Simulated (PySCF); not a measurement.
**Static response to an electric field**

C4H13P.
Geometry (GFN2-xTB, Å), atoms numbered from 1 in this order:
```xyz
18
C4H13P angstrom
C     -0.109   -0.329    1.587
P      0.019    0.061   -0.292
C     -1.262   -1.175   -0.755
C      1.798   -0.396   -0.384
C     -0.455    1.824   -0.078
H     -1.118   -0.141    1.957
H      0.133   -1.374    1.786
H      0.581    0.291    2.162
H      0.121    0.367   -1.771
H     -0.796   -1.867   -1.456
H     -2.044   -0.636   -1.289
H     -1.686   -1.719    0.086
H      2.228   -0.725    0.559
H      1.885   -1.182   -1.134
H      2.330    0.480   -0.757
H     -0.654    2.115    0.951
H      0.358    2.423   -0.488
H     -1.338    1.992   -0.695
```

Level: CAM-B3LYP/def2-SVPD (PySCF), static field, nuclei fixed, core orbitals frozen in the response. The polarisability tensor in these axes (au):

```
x   79.42  0.10 -0.46
y    0.10 79.68 -1.41
z   -0.46 -1.41 86.17
```

Task: What are the eigenvalues, a third of the trace, and Δα (Δα² = ½Σ(αi − αj)² over the three pairs)?

Result: Principal values 79.38, 79.40 and 86.50 au; mean 81.76 au = 12.12 Å³ = 13.48 × 10⁻⁴⁰ C²·m²/J; Δα = 7.11 au (9 % of the mean).

Task: What is the dipole moment, and where does it point?

Result: (-0.02, -0.07, 0.34) D, 0.35 D in size, pointing from the negative to the positive side. Measured along this direction, the outermost atoms are H9 at the negative end and H6, H8 and H7 at the positive end.

Task: Traceless (Buckingham) quadrupole moment about the centre of nuclear charge: eigenvalues?

Result: -6.50, 3.25, 3.25 D·Å. The values depend on the origin, since the dipole doesn't vanish. The electronic extent ⟨r²⟩ about the same centre is 650 bohr², a root-mean-square distance of 1.87 Å for the 52 electrons.

Task: Find the Langevin capture rate constant for O2+ (31.990 u) meeting this molecule (92.075 u), k = 2.342 × 10⁻⁹ cm³/s × √(α in Å³ / reduced mass in u).

Result: The reduced mass is 23.74 u, so k = 1.67 × 10⁻⁹ cm³/s. The formula leaves out the permanent dipole, which adds to the capture rate.

Task: Form Σ f/ω² (atomic units) for the 8 lowest TDDFT singlets, given as eV and f, and set it beside the mean polarisability, which is this sum over all singlets: 5.47, 0.0518; 6.39, 0.0562; 6.39, 0.0563; 6.42, 0.0102; 6.73, 0.0023; 6.73, 0.0023; 7.09, 0.0076; 7.65, 0.0423.

Result: They add up to 4.23 au, 5.2 % of the 81.76 au; the largest single term is 1.28 au, from the state at 5.47 eV. Terms in order: 1.28, 1.02, 1.02, 0.18, 0.04, 0.04, 0.11, 0.54 au. Higher excitations give the rest. The strengths listed sum to 0.229.

Task: Orientational against electronic polarisability at 350 K (dilute gas, rigid molecules)?

Result: In Gaussian units μ²/3kT = 0.85 Å³ against 12.12 Å³, a ratio of 0.07; the Debye molar polarisation (4π/3)N_A(α + μ²/3kT) is 32.7 cm³/mol, leaving out the vibrational part.

Task: What would n − 1 = 2πNα be for an ideal gas of these molecules at 350 K and 1 atm, electronic part alone?

Result: N = p/kT = 2.0968 × 10¹⁹ cm⁻³, so n − 1 = 2π × N × 12.12 × 10⁻²⁴ cm³ = 1596 × 10⁻⁶ at long wavelengths.

Geometry: GFN2-xTB; no solvent, vibrations or thermal averaging.
